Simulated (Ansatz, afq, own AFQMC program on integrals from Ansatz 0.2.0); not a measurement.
Where AFQMC and coupled cluster stand for CHO, doublet

```
atom   x (Å)    y (Å)    z (Å)
   O  0.0000   0.0746   0.5425
   C  0.0000  -0.1522  -0.6041
   H  0.0000   0.6297  -1.4126
```

Connectivity, by distances: O–CH.

Basis cc-pVDZ. Only valence electrons are correlated. AFQMC by an in-house program on the Cholesky factors that Ansatz 0.2.0 writes for its CCSD(T) run. The CISD trial takes its coefficients from CCSD amplitudes. Released means that phaseless walkers are propagated on without the constraint, phases kept. Free AFQMC starts from the CCSD state and is never constrained. Its projection time is finite, and what remains of the start isn't in its error. ± is one standard error of the sampling.

Determinant: ROHF, the one that the program's search chose, which needn't be the lowest solution. The geometry is a point of a scan.

No full CI on the walks' own integrals is used here; CCSDT(Q) serves as the reference and is uncertain by about the last step of the cluster series.

The T1 diagnostic is 0.0270. The weight of the determinant in the CISD state is 0.891. The size of the correlated space is 11 electrons in 31 orbitals.

Reference: CCSDT(Q), correlation energy -8.784 eV. The released energy is read at 2.40 1/Eh (meV from the phaseless value at times in 1/Eh: 21 ± 23 at 0.24, 16 ± 21 at 0.51, 20 ± 16 at 0.99, 18 ± 26 at 1.62, -23 ± 34 at 2.40).

```csv
level,E − E(reference) (kJ/mol),share of correlation (%)
HF,847.5,0.00
MP2,57.9,93.17
CCSD,31.7,96.26
CCSD(T),4.1,99.52
CCSDT,2.5,99.71
ph-AFQMC/CISD,-2.2 ± 2.5,100.26
released AFQMC,-4.4 ± 3.3,100.52
free AFQMC,0.1 ± 2.9,99.99
```

Free projections are given only where their last times agree within the noise and don't stop above the reference; a slow remainder of the start can still hide under it. A walk keeps the symmetry of its determinant, which the program's search chose and which needn't be the lowest solution, so a lower state of the same spin and another symmetry isn't excluded. Released energies are given only where the last usable release times agree within the noise; a slower fall can still hide under it.
